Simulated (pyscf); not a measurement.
`[O]=[Si]` [singlet] + `[OH][SiH3]` → `[OH][SiH2][O][SiH]` [singlet], an addition across a multiple bond or ene-type step (singlet surface; H–Si broken, H–Si, O–Si formed). PySCF, gas phase, ωB97X-D3(BJ)/def2-SVP geometries. Correlated levels are frozen-core, on RHF or UHF. ΔMP2 is the change of the MP2 total energy from the triple- to the quadruple-zeta basis. Energies in eV from the separated reactants.

Small-basis levels: PySCF, no dispersion term, spherical d functions. 

Problem. Quick HF/STO-3G single points give ΔE‡ = 1.55 eV and ΔE = -1.55 eV. What does CCSD(T)/def2-TZVPP + ΔMP2(QZVPP) give, and how far is the quick result from it?

Solution. CCSD(T)/def2-TZVPP + ΔMP2(QZVPP) gives ΔE‡ = 0.30 eV and ΔE = -1.24 eV. HF/STO-3G lies 1.25 eV over it in the barrier and 0.31 eV under it in the reaction energy, so on this step it does not hold to within 0.13 eV. CCSD(T)/def2-TZVPP + ΔMP2(QZVPP) has limits of its own. On the reactant side the descent ends in a complex, 0.19 eV under the separated species and 0.22 eV under the saddle at ωB97X-D3(BJ)/def2-TZVP. The reactants may also form a dative adduct at O=Si: [singlet]; it and routes through it were not searched. At the saddle there is also a short Si–Si contact that neither side keeps. At ωB97X-D3(BJ)/def2-TZVP the barrier from the zero used here is 0.03 eV. HO–SiH₂–O–SiH: [singlet] lies 0.61 eV over its isomer HO–Si:–O–SiH₃ [singlet] (electronic energy, ωB97M-D3(BJ)/def2-TZVP). This is the saddle that the search found; another between the same sides may lie lower. The CCSD(T) − MP2 part came from Ansatz, without density fitting, on the same reference.
